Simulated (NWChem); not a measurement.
A calculation on H4Si

SMILES: [SiH4]
```xyz
5

Si     0.0000     0.0000     0.0000
H      1.2187     0.0000     0.8618
H     -1.2187     0.0000     0.8618
H      0.0000    -1.2187    -0.8618
H      0.0000     1.2187    -0.8618
```
Charge 0, spin multiplicity 1.

Everything below was run with NWChem. Structure: optimised with PBE0/def2-SVP, a minimum by its harmonic frequencies.

Symmetry labels belong to the abelian group C2v used in the runs, with the axes of the coordinates shown; states degenerate in a higher group split over its labels.

The structure started from a generated list of species.

List the lowest 6 singlet excitations that TD-PBE/aug-cc-pVDZ gives, with oscillator strengths.


```json
[
 {"state": "1", "symmetry": "b1", "energy (eV)": "8.13", "wavelength (nm)": "153", "f": "0.087"},
 {"state": "2", "symmetry": "b2", "energy (eV)": "8.13", "wavelength (nm)": "153", "f": "0.087"},
 {"state": "3", "symmetry": "a1", "energy (eV)": "8.13", "wavelength (nm)": "153", "f": "0.087"},
 {"state": "4", "symmetry": "a2", "energy (eV)": "8.56", "wavelength (nm)": "145", "f": "0.000"},
 {"state": "5", "symmetry": "b1", "energy (eV)": "8.56", "wavelength (nm)": "145", "f": "0.000"},
 {"state": "6", "symmetry": "b2", "energy (eV)": "8.56", "wavelength (nm)": "145", "f": "0.000"}
]
```
